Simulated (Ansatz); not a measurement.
# SiH₃+ (singlet): wave-function methods side by side at a displaced geometry (v2), cc-pVDZ

How much of the correlation energy of SiH₃+ (singlet) does each wave-function method recover here?

Method: cc-pVDZ, core rule «outside noble gas», up to 5 orbitals frozen; program: Ansatz 0.2.0, Gaussian basis.

The runs, in order: UHF; CCSD(T) on RHF; BCCD(T) on RHF; CISD; CCSDT(Q) on RHF; CCSDTQ on RHF; Full CI.

19 further runs of the same task are left out: 5 for a known fault of the program, 8 that didn't finish, 6 set aside as unsound or not needed.

### Step 1. The geometry

The geometry is a PBE0/def2-TZVP stationary point (not a proven minimum) with its atoms shifted at random (size 0.100 Å).

4 atoms, charge 1, spin multiplicity 1.

Atoms are counted from 1 here; the program's logs count them from 0.

Bond lengths: Si1–H2 1.307 Å, Si1–H3 1.499 Å, Si1–H4 1.544 Å. Angles: H2–Si1–H3 122.9°, H2–Si1–H4 119.1°, H3–Si1–H4 117.9°.

### Step 2. UHF

in.yaml

```yaml
crystal:
  periodic: [false, false, false]
  atoms:
    - {symbol: Si, position_ang: [0.008368, 0.003078, -0.001187]}
    - {symbol: H, position_ang: [1.315437, 0.025679, 0.010311]}
    - {symbol: H, position_ang: [-0.828179, 1.246651, -0.000678]}
    - {symbol: H, position_ang: [-0.720427, -1.358092, 0.023442]}
basis:
  gaussian: {orbitals: cc-pVDZ}
total_charge: 1
magnetization: {spin_polarized: true, initial_magnetization: 0}
hamiltonian: {xc: hf}
output: {orbitals: {seedname: orbitals}}
```

Launch:

```bash
> ansatz run in.yaml --threads 1 --pin off --events-out ev --progress --plain --max-ram 2393MiB
```

The runs that follow: CCSD(T) on RHF; BCCD(T) on RHF; CISD; CCSDT(Q) on RHF; CCSDTQ on RHF; Full CI.

Q: Predict the results of all the runs planned. Wanted: FCI below the RHF energy; RMP2 from FCI; RCCSD from FCI; RCCSD(T) from FCI; RCCSDT(Q) from FCI; T1 diagnostic; effectively unpaired electrons.

As calculated:

| quantity | value |
| --- | --- |
| FCI below the RHF energy | -3.0064 eV |
| RMP2 from FCI | +730.8 meV |
| RCCSD from FCI | +54.3 meV |
| RCCSD(T) from FCI | +13.5 meV |
| RCCSDT(Q) from FCI | +0.3 meV |
| levels within 1 kcal/mol (43 meV) | RCCSD(T), BCCD(T), RCCSDT, RCCSDT(Q), RCCSDTQ |
| T1 diagnostic | 0.009 |
| effectively unpaired electrons | 0.03 |

What this shows: RCCSD(T) misses by +13.5 meV, 0.4 % of the correlation energy. One determinant dominates. These misses are within one basis, not against nature.
